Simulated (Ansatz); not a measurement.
For P (model structure, started from the graphite type, P6₃/mmc, No. 194, 4 atoms in the cell), PBEsol (PAW; Ansatz, a quantum-chemistry and plane-wave program) gives:

```
Quantity              Result
-------------------  -------
lattice parameter a  3.941 Å
lattice parameter c  4.822 Å
```

Question: What does PBE-D3(BJ) in Ansatz (PAW) give for the same quantities?

Answer: 
- lattice constant a: 3.925 Å (shrinks by 0.4 %)
- lattice parameter c: 4.803 Å (falls by 0.4 %)

Changes are worked out from the printed values.

Unless a cell is named, each level is at its own relaxed cell (PBEsol 16.22, PBE-D3(BJ) 16.02 Å³/atom).

Ansatz's density-functional and Hartree–Fock values are scalar-relativistic unless marked +SOC, with PAW data made under PBE.

A model structure was made by putting elements into a prototype or built by hand; it is no filed structure, need not be a known phase, and can be a saddle point held by its symmetry.
